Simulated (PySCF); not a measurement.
# SMILES [AlH4-], [AlH$_{4}$]-, charge -1

Cartesian coordinates in Å; atom numbers follow the order of the lines, from 1:
```xyz
5

Al   -0.0063   -0.0017   -0.0007
H     0.6147    1.1915   -0.9576
H    -1.0974    0.6494    1.0532
H     1.2155   -0.7196    0.8458
H    -0.7582   -1.1285   -0.9440
```

Total charge -1.

Level of theory: PySCF 2.14.0, GIAO B3LYP/aug-pcSseg-2 magnetisability, rotational g tensor and spin-rotation constants, non-relativistic, gas phase. Geometry: PBE0-D3(BJ)/def2-SVP.

For an ion the centre-of-mass motion in the field is neglected.

Q: Give the nuclear spin-rotation constants along the inertial axes (H = +C I·J) beside the isotropic shieldings.

A: Rotational constants 69.0249, 69.0027, 69.0002 GHz.
```csv
atom,isotope,Caa (kHz),Cbb (kHz),Ccc (kHz),mean (kHz),σ (ppm)
Al1,27Al,34.715,34.703,34.702,34.707,477.9
H2,1H,-1.561,-1.560,-1.560,-1.560,28.1
H3,1H,-1.561,-1.560,-1.560,-1.560,28.1
H4,1H,-1.561,-1.560,-1.560,-1.560,28.1
H5,1H,-1.560,-1.560,-1.560,-1.560,28.1
```
Where two moments of inertia are equal or nearly so, the constants along those axes are given as their average.
For the geometry as given, no vibrational averaging.
